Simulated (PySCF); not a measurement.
A geometry optimisation on `[AlH4-]`.

Computed with PBE0-D3(BJ)/def2-SVP geometry optimisation, gas phase (PySCF 2.14.0). Start geometry: GFN2-xTB. A driver script takes a list of jobs; this job's settings line and coordinates (Å) are shown.

Input:
```
{"job": {"xc": "PBE0", "basis": "def2-SVP", "d3": "d3bj", "grid": 1, "kind": "geom"}, "charge": -1, "multiplicity": 1}
Al     0.002096     0.000894    -0.004074
H      0.622801     1.174165    -0.948204
H     -1.075896     0.647894     1.029345
H      1.198639    -0.709576     0.840201
H     -0.739019    -1.110524    -0.934454
```

Output:
```
step   0  E = -244.63750495  max force = 0.003930
step   1  E = -244.63785837  max force = 0.001616
step   2  E = -244.63794318  max force = 0.000146
step   3  E = -244.63794401  max force = 0.000019
optimisation converged
```

Energies in Eh; «max force» is the largest Cartesian gradient component in Eh/bohr.

Q: Give the first gradient maximum in eV/Å.

A: With 1 Eh/bohr = 51.422 eV/Å, 0.202 eV/Å.

Main results: final energy -244.63794 Eh after 3 steps.

Q: Where do the atoms end?

A: 0.020 Å rms from the input after alignment:
```
atom  x, y, z in Å
Al1   -0.0063   -0.0017   -0.0007
H2     0.6147    1.1915   -0.9576
H3    -1.0974    0.6494    1.0532
H4     1.2155   -0.7196    0.8458
H5    -0.7582   -1.1285   -0.9440
```

On Arm Neoverse V1, one thread, shared host with 32 logical CPUs at a one-minute load of 20, this took 1.4 s and 0.25 GiB of memory at its peak.
Labels such as C1 count atoms from 1, the log's own numbers from 0.
